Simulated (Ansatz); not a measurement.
hcp Tm

Level of theory: PBE (Ansatz, a program for electronic structure, plane waves, PAW).

Run with plane-wave cutoff 500 eV, 24×24×14 k mesh (along the axes of the cell as run), Fermi–Dirac smearing 0.1 eV, spin-polarised with parallel moments, scalar-relativistic PAW data made under PBE.

Cell: relaxed at this level.

```yaml
volume_per_atom: 35.07 Å³/atom
lattice_constant_a: 3.673 Å
c axis length: 6.002 Å
magnetic moment per atom (the cell's total over its atoms): 1.11 μB
```

Measured, for comparison: equilibrium volume per atom 30.1 Å³/atom (room temperature, no zero-point or thermal correction; as tabulated in Söderlind et al. (2014), doi:10.1088/0953-8984/26/41/416001); lattice constant a 3.538 Å, lattice parameter c 5.554 Å (293 K, no zero-point or thermal correction; as tabulated in Wikipedia's data pages). Computed (rounded) less measured: equilibrium volume per atom +16.5 %, lattice constant a +3.8 %, lattice parameter c +8.1 %.

Note: the 4f shell is treated without U or exact exchange, so its levels and filling can be wrong; the collinear magnetic order is the start's and need not be the measured one.

Moments are spin moments.

Spin–orbit coupling is not included.

Computed values are for the static lattice.

It cost very roughly 16 core-minutes of CPU time.
